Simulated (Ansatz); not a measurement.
Fluorite CdF₂, treated with BLYP in Ansatz (PAW).

Numerical settings: plane-wave cutoff 520 eV, 12×12×12 k mesh, Fermi–Dirac smearing 0.01 eV, scalar-relativistic PAW data made under PBE.

Cell (relaxed at this level):

```yaml
crystal:
  lattice:
    - [0.00000, 2.76640, 2.76640]
    - [2.76640, 0.00000, 2.76640]
    - [2.76640, 2.76640, 0.00000]
  atoms:
    - { symbol: Cd, position: [0.00000, 0.00000, 0.00000] }
    - { symbol: F, position: [0.25000, 0.25000, 0.25000] }
    - { symbol: F, position: [0.75000, 0.75000, 0.75000] }
```

Question: What does this level give for the bulk modulus B0, band gap, smallest direct gap on the k points sampled and pressure derivative B′ of the bulk modulus?

Answer: 
* **bulk modulus B0**: 88.8 GPa
* **band gap**: 2.84 eV
* **smallest direct gap on the k points sampled**: 3.41 eV
* **pressure derivative B′ of the bulk modulus**: 4.8

Measured, for comparison: band gap 7.8 eV (temperature not stated, no zero-point or thermal correction, indirect W–Γ; as tabulated in Cappellini et al. (2013), arXiv:1302.2571).

Spin–orbit coupling is not included.

Static lattice: no zero-point or thermal effects.

Cost on a shared machine: about 50 core-seconds (a rough figure).

Ansatz is a program for electronic structure.
